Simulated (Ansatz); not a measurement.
Reaction (SMILES): CS (CH3-SH) → CH4S+ (doublet, bonded as CS) + e-
B3LYP-D3(BJ)/def2-TZVP geometries, fixed; electronic energies without zero-point terms.
Largest species:
```xyz
6

C     -0.0402     1.1565     0.0077
S     -0.0524    -0.6664    -0.0048
H      1.2792    -0.8404     0.0008
H     -1.0838     1.4664     0.0045
H      0.4371     1.5427     0.9058
H      0.4463     1.5550    -0.8800
```
Charge 0, spin multiplicity 1.

Core correlation in the adiabatic ionisation energy at MP2 with Ansatz (an electronic-structure program), in eV: frozen core against 1s of Al to Cl frozen alone. Core-valence sets carry the plain set on hydrogen. Open shells are unrestricted.

```json
[
 {"basis": "cc-pV(D+d)Z", "functions, most": "57", "frozen core": "9.108"},
 {"basis": "cc-pCVDZ", "functions, most": "65", "frozen core": "9.124"},
 {"basis": "cc-pV(T+d)Z", "functions, most": "125", "frozen core": "9.383"},
 {"basis": "cc-pCVTZ", "functions, most": "158", "frozen core": "9.386"},
 {"basis": "cc-pwCVTZ", "functions, most": "158", "frozen core": "9.386"},
 {"basis": "cc-pV(Q+d)Z", "functions, most": "239", "frozen core": "9.483"},
 {"basis": "cc-pCVQZ", "functions, most": "313", "frozen core": "9.483"},
 {"basis": "cc-pwCVQZ", "functions, most": "313", "frozen core": "9.485"}
]
```

How large is the core term in each set?

The largest core-valence set, cc-pwCVQZ, gives a core term of 0.020 eV; the valence set cc-pV(Q+d)Z, which lacks functions for the core, gives 0.011. By row: cc-pV(D+d)Z 0.013, cc-pCVDZ 0.009, cc-pV(T+d)Z 0.009, cc-pCVTZ 0.016, cc-pwCVTZ 0.018, cc-pV(Q+d)Z 0.011, cc-pCVQZ 0.019, cc-pwCVQZ 0.020.
